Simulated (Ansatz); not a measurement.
Cartesian coordinates (Å):
SMILES: [NH2]
```xyz
3

N     -0.0022     0.4256     0.0000
H      0.8053    -0.2088     0.0000
H     -0.8031    -0.2171     0.0000
```
Charge 0, spin multiplicity 2.

These are frozen-core CCSD(T)/def2-TZVPP // PBE0-D3(BJ)/def2-TZVP (Ansatz, an electronic-structure program) values and carry that method's errors.

```json
{
  "HF energy": "-55.58867 Ha",
  "MP2 correlation energy": "-0.18407 Ha"
}
```

Problem. Estimate the CCSD correlation energy, the (T) correction, the total energy and the T1 diagnostic.

Solution. 
The CCSD correlation energy comes out as -0.20164 Ha and the (T) correction is -0.00563 Ha. The CCSD(T) total energy comes out as -55.79594 Ha and the T1 diagnostic is 0.009.
